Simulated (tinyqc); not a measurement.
Inside a calculation. Method: Pariser-Parr-Pople SCF with singles CI, for the molecule C=CC=C (SMILES; centres numbered as the heavy atoms are written). One step of it, computed by the program tinyqc.

Problem. Iteration 1: Fock matrix. F_rr = H_rr + P_rr gamma_rr / 2 + sum_(s != r) P_ss gamma_rs; F_rs = H_rs - P_rs gamma_rs / 2; E = tr P (H + F) / 2 + core repulsion sum_(r<s) z_r z_s gamma_rs.

P at the start, lower triangle:
```
           1C        2C        3C        4C
1C   1.000000
2C   0.894427  1.000000
3C   0.000000  0.447214  1.000000
4C  -0.447214  0.000000  0.894427  1.000000
```

core matrix H (eV), lower triangle:
```
            1C          2C          3C          4C
1C  -27.620688
2C   -2.390000  -31.506191
3C    0.000000   -2.390000  -31.506191
4C    0.000000    0.000000   -2.390000  -27.620688
```

repulsion gamma_rs (eV), lower triangle:
```
           1C         2C         3C         4C
1C  11.130000
2C   7.551966  11.130000
3C   5.239207   7.555018  11.130000
4C   3.669516   5.239207   7.551966  11.130000
```

Centres (angstrom, eV; a flat drawing with bonds scaled to 1.40 angstrom):
```
centre          x          y  core charge z          W   gamma_rr
1C      -1.848000  -0.127000              1  11.160000  11.130000
2C      -0.559000   0.421000              1  11.160000  11.130000
3C       0.559000  -0.421000              1  11.160000  11.130000
4C       1.848000   0.127000              1  11.160000  11.130000
```

Give: F; pi energy.

Solution.

F (eV), lower triangle:
```
        1C      2C      3C      4C
1C  -5.595
2C  -5.767  -5.595
3C   0.000  -4.079  -5.595
4C   0.821   0.000  -5.767  -5.595
```

pi energy = -51.362 eV
